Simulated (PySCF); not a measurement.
# B: ionisation energy

B [He] 2s2 2p1 (2P) → B+ [He] 2s2 (1S), as a difference of total energies. Calculation: PySCF 2.14, in aug-cc-pwCVQZ (9s8p6d4f2g, 109 functions); the non-relativistic Hamiltonian (point nucleus). Correlated levels: valence and next inner shell: nothing frozen. The calculations carry no spin-orbit coupling.

```
                                method  ionisation energy (eV)  error (eV)
                                   UHF                   8.042      -0.255
    MP2 (valence and next inner shell)                   8.323      +0.026
SCS-MP2 (valence and next inner shell)                   8.283      -0.014
   CCSD (valence and next inner shell)                   8.240      -0.057
CCSD(T) (valence and next inner shell)                   8.273      -0.024
```

Reference: 8.297 eV (measured; NIST levels, between the centres of gravity of the two terms).

Errors of the correlated levels include the incompleteness of this basis.
